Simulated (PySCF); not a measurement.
**AlP, triplet: the ladder up to full CI**

Geometry: a point of a stretch scan, not a stationary point.

```csv
atom,x (Å),y (Å),z (Å)
Al,0.0000,0.0000,0.0000
P,0.0000,0.0000,3.0600
```

Basis 6-31G; PySCF 2.14.0. Correlated methods freeze the noble-gas cores, which leaves 8 electrons in 16 orbitals. R marks a restricted (for open shells ROHF) determinant, U an unrestricted one.

Full CI is exact within this basis and frozen core; it isn't the basis-set limit. The frozen core follows each run's orbitals, which can shift R against U totals by a few meV.

Unrestricted rows (U) aren't spin-pure: their determinants' ⟨S²⟩ exceeds S(S+1) by up to 0.34, so they mix in states of higher spin.

The UHF ⟨S²⟩ is 2.339, the T1 diagnostic (ROHF- or RHF-based CCSD) is 0.0408 and the largest doubles amplitude (ROHF- or RHF-based CCSD) is 0.152. The T1 diagnostic (UCCSD) is 0.0595.

```
   level  E − E(RHF) (eV)
     UHF          -0.2236
    RMP2          -1.4150
    UMP2          -1.3717
   RCCSD          -2.1058
   UCCSD          -2.1161
RCCSD(T)          -2.1504
UCCSD(T)          -2.1501
```

Estimate how far full CI in 6-31G lies from RCCSD(T). The table doesn't fix it; the size of (T) and the diagnostics are the guide.

Full CI in 6-31G lies 0.52 kcal/mol below RCCSD(T), which is 51 % of the (T) step (-1.03 kcal/mol). T1 is raised, a doubles amplitude is large, and the rest is a large part of (T).

The other levels:

```tsv
level	E − E(full CI) (kcal/mol)	share of correlation (%)	wall time
RCCSDT	0.10	99.80	3.2 s
UCCSDT	0.07	99.86	4.3 s
```

The correlation energy at full CI, counted from RHF, is -2.173 eV. The search over symmetries took 32 s on 1 thread of Intel Xeon, shared host; the state has 612,960 determinants.

Times are those of the correlated step on a shared host, with one SCF added for the restricted CCSD run; they ran on 1 thread of Intel Xeon.

The full-CI state has the irrep A2 of C2v, in the program's axes (one component, if the state is degenerate).

Natural occupations of full CI about the gap: 1.983 1.917 1.862 0.992 0.992 0.121 0.047 0.047 0.010 0.007; effectively unpaired electrons, Σ n²(2−n)², 2.16.
